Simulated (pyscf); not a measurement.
PySCF, gas phase, ωB97X-D3(BJ)/def2-SVP geometries.

Task: For the elementary gas-phase step HO–Ti(OH)(F)–F (SMILES [OH][Ti]([OH])([F])[F]) → H₂O (SMILES O) + O=Ti(F)–F (SMILES [O]=[Ti]([F])[F]) (singlet surface; O–Ti, H–O broken, H–O formed), what barrier and reaction energy does ωB97M-D3(BJ)/def2-TZVP give, measured from the reactant's lowest minimum found?

Result: ΔE‡ = 38.7 kcal/mol, ΔE = +55.3 kcal/mol. Zero-point energy shifts the barrier by -1.0 kcal/mol. It is an elimination, with an imaginary mode of 1585i cm⁻¹. On the product side the descent ends in an adduct with a O–Ti contact, 35.1 kcal/mol under the separated species and 17.2 kcal/mol under the saddle at ωB97X-D3(BJ)/def2-TZVP. At ωB97M-D3(BJ) the saddle lies under the separated products, which points to a path from their complex (located at ωB97X-D3(BJ) alone), and parting the products costs more than the saddle. What is counted as broken (O–Ti) persists as a longer contact in the product adduct; parting that adduct is a step of its own. At the saddle there is also a short H–Ti contact that neither side keeps. One saddle was located; it need not be the lowest between these sides.
